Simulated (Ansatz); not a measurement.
# Al2B: the cost of one run

Program: Ansatz 0.2.0, Gaussian basis. Level of theory: def2-TZVPP, core rule «outside noble gas», up to 11 orbitals frozen. These are calculated values, not measurements.

The runs, in order: UHF; ROHF; CCSD(T) on UHF.

### Step 1. The system

The geometry is a PBE0/def2-TZVP stationary point (not a proven minimum).

3 atoms, charge 0, spin multiplicity 4.

Atoms are counted from 1 here; the program's logs count them from 0.

Bond lengths: Al1–Al2 2.726 Å, Al2–B3 2.006 Å. Angles: Al1–Al2–B3 180.0°.

### Step 2. UHF

The input, in.yaml:

```yaml
crystal:
  periodic: [false, false, false]
  atoms:
    - {symbol: Al, position_ang: [0.000000, 0.000000, 2.486400]}
    - {symbol: Al, position_ang: [0.000000, 0.000000, -0.240000]}
    - {symbol: B, position_ang: [0.000000, 0.000000, -2.246400]}
basis:
  gaussian: {orbitals: def2-TZVPP}
magnetization: {spin_polarized: true, initial_magnetization: 3}
hamiltonian: {xc: hf}
output: {orbitals: {seedname: orbitals}}
```

The run is started by

```sh
$ ansatz run in.yaml --threads 1 --pin off --events-out ev --progress --plain --max-ram 2816MiB --backend cpu
```

What time and memory should one allow on 1 thread of AMD EPYC 7R13, shared host?

About 16 s, with a peak of 0.32 GiB.
